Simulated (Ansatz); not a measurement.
A made-up structure of CH$_{4}$NSi, doublet:

```xyz
7
angstrom
N -0.2754 -0.3277 -0.4312
C -0.2779 -1.5061 0.0565
Si 0.8206 0.9799 0.3159
H -0.9252 -2.1489 -0.4833
H -0.8232 -0.0740 -1.2534
H 0.2785 2.3514 0.1300
H 1.2226 0.6821 1.7110
```

It is relaxed with PBE-D4/def2-SVP and then PBE0-D4/def2-TZVP (Ansatz 0.2.0). Atoms count as bonded within 1.22 times the sum of their covalent radii (H–H: 0.88 Å). The end point is not checked to be a true minimum.

Question: Does its bonding change? (Judge from chemistry; the calculation decides.)

Answer: Computed: No: no bond forms or breaks.

Where it ends: The first stage lowers the energy by 0.35 eV in 17 steps. It ends as CH₄NSi ([CH][NH][SiH2]):
```
7
angstrom
N -0.0588 -0.2840 -0.6498
C -0.6982 -0.9445 0.2633
Si 0.7249 1.0914 0.2004
H -1.2245 -1.8244 -0.1552
H -0.0196 -0.5129 -1.6432
H -0.3512 1.9085 0.8152
H 1.6474 0.5227 1.2149
```

Labels in which every atom is bracketed show which atoms are joined, not bond orders.

For scale, one of the runs: PBE0-D4/def2-TZVP relaxation, 123 basis functions, launched by `ansatz run in.yaml --threads 2 --pin off --events-out ev --progress --plain --max-ram 4352MiB`. The run took about 29 s on 2 CPU threads of an Arm Neoverse V1 (shared host).
